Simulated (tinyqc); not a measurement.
MP2 on RHF in the sto-3g basis, for H2O, spin multiplicity 1, step by step. One step of it, computed by the program tinyqc.

Problem. Integrals over molecular orbitals. (pq|rs) = sum C_ip C_jq C_kr C_ls (ij|kl), one index at a time.

coefficients C, order 1O 1s, 1O 2s, 1O 2px, 1O 2py, 1O 2pz, 2H 1s, 3H 1s:
$$\begin{pmatrix}
0.993978 & -0.230488 & 0.000000 & 0.107157 & 0.000000 & -0.140053 & 0.000000 \\
0.027980 & 0.811076 & 0.000000 & -0.559759 & 0.000000 & 0.996458 & 0.000000 \\
0.000000 & 0.000000 & 0.000000 & 0.000000 & 1.000000 & 0.000000 & 0.000000 \\
0.000000 & 0.000000 & 0.612391 & 0.000000 & 0.000000 & 0.000000 & 1.023400 \\
0.005064 & 0.154588 & 0.000000 & 0.785410 & 0.000000 & 0.757281 & 0.000000 \\
-0.006701 & 0.161208 & 0.441837 & 0.254069 & 0.000000 & -0.844202 & -0.902527 \\
-0.006701 & 0.161208 & -0.441837 & 0.254069 & 0.000000 & -0.844202 & 0.902527
\end{pmatrix}$$

core Hamiltonian H = T + V (hartree), order 1O 1s, 1O 2s, 1O 2px, 1O 2py, 1O 2pz, 2H 1s, 3H 1s:
$$\begin{pmatrix}
-32.796701 & -7.630743 & 0.000000 & 0.000000 & -0.022120 & -2.026599 & -2.026599 \\
-7.630743 & -9.402369 & 0.000000 & 0.000000 & -0.253381 & -4.154775 & -4.154775 \\
0.000000 & 0.000000 & -7.512628 & 0.000000 & 0.000000 & 0.000000 & 0.000000 \\
0.000000 & 0.000000 & 0.000000 & -7.688699 & 0.000000 & -2.152875 & 2.152875 \\
-0.022120 & -0.253381 & 0.000000 & 0.000000 & -7.624911 & -1.810079 & -1.810079 \\
-2.026599 & -4.154775 & 0.000000 & -2.152875 & -1.810079 & -5.349426 & -1.954145 \\
-2.026599 & -4.154775 & 0.000000 & 2.152875 & -1.810079 & -1.954145 & -5.349426
\end{pmatrix}$$

Two-electron integrals (ij|kl) in chemists' order, unique and non-zero (hartree):
```
(11|11) 4.785065    (21|11) 0.741380    (21|21) 0.136873    (22|11) 1.118947
(22|21) 0.256633    (22|22) 0.817206    (31|31) 0.024477    (32|31) 0.037809
(32|32) 0.180518    (33|11) 1.115814    (33|21) 0.256684    (33|22) 0.817023
(33|33) 0.880159    (41|41) 0.024477    (42|41) 0.037809    (42|42) 0.180518
(43|43) 0.047444    (44|11) 1.115814    (44|21) 0.256684    (44|22) 0.817023
(44|33) 0.785270    (44|44) 0.880159    (51|51) 0.024477    (52|51) 0.037809
(52|52) 0.180518    (53|53) 0.047444    (54|54) 0.047444    (55|11) 1.115814
(55|21) 0.256684    (55|22) 0.817023    (55|33) 0.785270    (55|44) 0.785270
(55|55) 0.880159    (61|11) 0.198960    (61|21) 0.036383    (61|22) 0.067650
(61|33) 0.067525    (61|41) 0.001293    (61|42) 0.002407    (61|44) 0.067759
(61|51) 0.001032    (61|52) 0.001922    (61|54) 0.000186    (61|55) 0.067674
(61|61) 0.009794    (62|11) 0.448026    (62|21) 0.103885    (62|22) 0.362081
(62|33) 0.356255    (62|41) 0.006021    (62|42) 0.044530    (62|44) 0.366725
(62|51) 0.004808    (62|52) 0.035561    (62|54) 0.008361    (62|55) 0.362932
(62|61) 0.028070    (62|62) 0.192838    (63|31) 0.011298    (63|32) 0.064188
(63|43) 0.009429    (63|53) 0.007529    (63|63) 0.028671    (64|11) 0.239751
(64|21) 0.056355    (64|22) 0.209869    (64|33) 0.200187    (64|41) 0.014194
(64|42) 0.088938    (64|44) 0.225127    (64|51) 0.002313    (64|52) 0.019765
(64|54) 0.012387    (64|55) 0.204066    (64|61) 0.015952    (64|62) 0.135788
(64|64) 0.123304    (65|11) 0.191458    (65|21) 0.045004    (65|22) 0.167596
(65|33) 0.159864    (65|41) 0.002313    (65|42) 0.019765    (65|44) 0.164721
(65|51) 0.013145    (65|52) 0.079972    (65|54) 0.013308    (65|55) 0.178020
(65|61) 0.012739    (65|62) 0.108436    (65|64) 0.075572    (65|65) 0.089020
(66|11) 0.562388    (66|21) 0.132508    (66|22) 0.525827    (66|33) 0.504409
(66|41) 0.010643    (66|42) 0.105505    (66|44) 0.543267    (66|51) 0.008499
(66|52) 0.084253    (66|54) 0.031031    (66|55) 0.529190    (66|61) 0.036188
(66|62) 0.340605    (66|64) 0.274313    (66|65) 0.219059    (66|66) 0.774606
(71|11) 0.198960    (71|21) 0.036383    (71|22) 0.067650    (71|33) 0.067525
(71|41) -0.001293   (71|42) -0.002407   (71|44) 0.067759    (71|51) 0.001032
(71|52) 0.001922    (71|54) -0.000186   (71|55) 0.067674    (71|61) 0.009650
(71|62) 0.027229    (71|64) 0.014042    (71|65) 0.012361    (71|66) 0.034639
(71|71) 0.009794    (72|11) 0.448026    (72|21) 0.103885    (72|22) 0.362081
(72|33) 0.356255    (72|41) -0.006021   (72|42) -0.044530   (72|44) 0.366725
(72|51) 0.004808    (72|52) 0.035561    (72|54) -0.008361   (72|55) 0.362932
(72|61) 0.027229    (72|62) 0.160376    (72|64) 0.077016    (72|65) 0.087808
(72|66) 0.237740    (72|71) 0.028070    (72|72) 0.192838    (73|31) 0.011298
(73|32) 0.064188    (73|43) -0.009429   (73|53) 0.007529    (73|63) 0.023186
(73|73) 0.028671    (74|11) -0.239751   (74|21) -0.056355   (74|22) -0.209869
(74|33) -0.200187   (74|41) 0.014194    (74|42) 0.088938    (74|44) -0.225127
(74|51) -0.002313   (74|52) -0.019765   (74|54) 0.012387    (74|55) -0.204066
(74|61) -0.014042   (74|62) -0.077016   (74|64) -0.014091   (74|65) -0.041110
(74|66) -0.098413   (74|71) -0.015952   (74|72) -0.135788   (74|74) 0.123304
(75|11) 0.191458    (75|21) 0.045004    (75|22) 0.167596    (75|33) 0.159864
(75|41) -0.002313   (75|42) -0.019765   (75|44) 0.164721    (75|51) 0.013145
(75|52) 0.079972    (75|54) -0.013308   (75|55) 0.178020    (75|61) 0.012361
(75|62) 0.087808    (75|64) 0.041110    (75|65) 0.070535    (75|66) 0.143464
(75|71) 0.012739    (75|72) 0.108436    (75|74) -0.075572   (75|75) 0.089020
(76|11) 0.195969    (76|21) 0.045824    (76|22) 0.172131    (76|33) 0.168225
(76|44) 0.171465    (76|51) 0.003403    (76|52) 0.029346    (76|55) 0.176523
(76|61) 0.012266    (76|62) 0.090647    (76|64) 0.054678    (76|65) 0.057310
(76|66) 0.163193    (76|71) 0.012266    (76|72) 0.090647    (76|74) -0.054678
(76|75) 0.057310    (76|76) 0.050767    (77|11) 0.562388    (77|21) 0.132508
(77|22) 0.525827    (77|33) 0.504409    (77|41) -0.010643   (77|42) -0.105505
(77|44) 0.543267    (77|51) 0.008499    (77|52) 0.084253    (77|54) -0.031031
(77|55) 0.529190    (77|61) 0.034639    (77|62) 0.237740    (77|64) 0.098413
(77|65) 0.143464    (77|66) 0.367563    (77|71) 0.036188    (77|72) 0.340605
(77|74) -0.274313   (77|75) 0.219059    (77|76) 0.163193    (77|77) 0.774606
```

Give: one-electron integrals over orbitals h = C^T H C; Two-electron integrals over orbitals.

Solution.

one-electron integrals over orbitals h = C^T H C (hartree):
$$\begin{pmatrix}
-32.779 & 0.555 & 0.000 & -0.247 & 0.000 & 0.323 & 0.000 \\
0.555 & -7.751 & 0.000 & 0.375 & 0.000 & -1.445 & 0.000 \\
0.000 & 0.000 & -6.539 & 0.000 & 0.000 & 0.000 & -1.678 \\
-0.247 & 0.375 & 0.000 & -7.137 & 0.000 & -0.984 & 0.000 \\
0.000 & 0.000 & 0.000 & 0.000 & -7.513 & 0.000 & 0.000 \\
0.323 & -1.445 & 0.000 & -0.984 & 0.000 & -5.359 & 0.000 \\
0.000 & 0.000 & -1.678 & 0.000 & 0.000 & 0.000 & -5.630
\end{pmatrix}$$

Two-electron integrals over orbitals (pq|rs), unique and non-zero (hartree):
```
(11|11) 4.743       (21|11) -0.412      (21|21) 0.057       (22|11) 1.002
(22|21) -0.012      (22|22) 0.737       (31|31) 0.011       (32|31) 0.018
(32|32) 0.149       (33|11) 0.821       (33|21) -4.33e-03   (33|22) 0.661
(33|33) 0.652       (41|11) 0.191       (41|21) -0.023      (41|22) 0.018
(41|33) 0.007       (41|41) 0.029       (42|11) -0.117      (42|21) 0.010
(42|22) 0.017       (42|33) 0.008       (42|41) 0.019       (42|42) 0.119
(43|31) -4.02e-03   (43|32) 0.015       (43|43) 0.045       (44|11) 1.022
(44|21) -0.015      (44|22) 0.679       (44|33) 0.613       (44|41) -0.012
(44|42) -0.105      (44|44) 0.813       (51|51) 0.026       (52|51) 0.032
(52|52) 0.142       (53|53) 0.030       (54|51) -0.014      (54|52) -0.048
(54|54) 0.059       (55|11) 1.115       (55|21) -0.012      (55|22) 0.747
(55|33) 0.642       (55|41) 0.005       (55|42) -0.063      (55|44) 0.742
(55|55) 0.880       (61|11) -0.253      (61|21) 0.038       (61|22) 1.01e-04
(61|33) 4.45e-05    (61|41) -1.92e-03   (61|42) 0.020       (61|44) -0.021
(61|55) -0.006      (61|61) 0.034       (62|11) 0.324       (62|21) -0.007
(62|22) 0.147       (62|33) 0.081       (62|41) 0.019       (62|42) 0.017
(62|44) 0.098       (62|55) 0.164       (62|61) 0.006       (62|62) 0.105
(63|31) 3.50e-03    (63|32) -0.039      (63|43) -0.024      (63|63) 0.067
(64|11) 0.200       (64|21) -1.72e-03   (64|22) 0.084       (64|33) 0.041
(64|41) 2.65e-03    (64|42) -0.025      (64|44) 0.114       (64|55) 0.103
(64|61) 2.32e-04    (64|62) 0.059       (64|64) 0.059       (65|51) 0.017
(65|52) 0.062       (65|54) -4.85e-03   (65|65) 0.040       (66|11) 0.815
(66|21) -0.007      (66|22) 0.626       (66|33) 0.581       (66|41) 0.022
(66|42) 0.062       (66|44) 0.551       (66|55) 0.595       (66|61) 0.008
(66|62) 0.099       (66|64) 0.042       (66|66) 0.603       (71|31) 0.016
(71|32) 0.024       (71|43) -0.006      (71|63) 4.35e-03    (71|71) 0.022
(72|31) 0.013       (72|32) 0.033       (72|43) -0.035      (72|63) 0.037
(72|71) 0.018       (72|72) 0.059       (73|11) 0.359       (73|21) -0.008
(73|22) 0.126       (73|33) 0.091       (73|41) -1.22e-03   (73|42) -0.076
(73|44) 0.165       (73|55) 0.184       (73|61) -0.008      (73|62) 0.079
(73|64) 0.070       (73|66) 0.035       (73|73) 0.150       (74|31) -0.010
(74|32) -0.079      (74|43) 0.009       (74|63) 0.040       (74|71) -0.014
(74|72) -0.016      (74|74) 0.069       (75|53) 0.023       (75|75) 0.024
(76|31) 0.010       (76|32) 0.102       (76|43) 0.041       (76|63) -0.062
(76|71) 0.013       (76|72) -0.013      (76|74) -0.057      (76|76) 0.115
(77|11) 0.879       (77|21) -0.010      (77|22) 0.632       (77|33) 0.624
(77|41) 4.40e-03    (77|42) -0.010      (77|44) 0.619       (77|55) 0.631
(77|61) -0.006      (77|62) 0.072       (77|64) 0.037       (77|66) 0.573
(77|73) 0.090       (77|77) 0.629
```
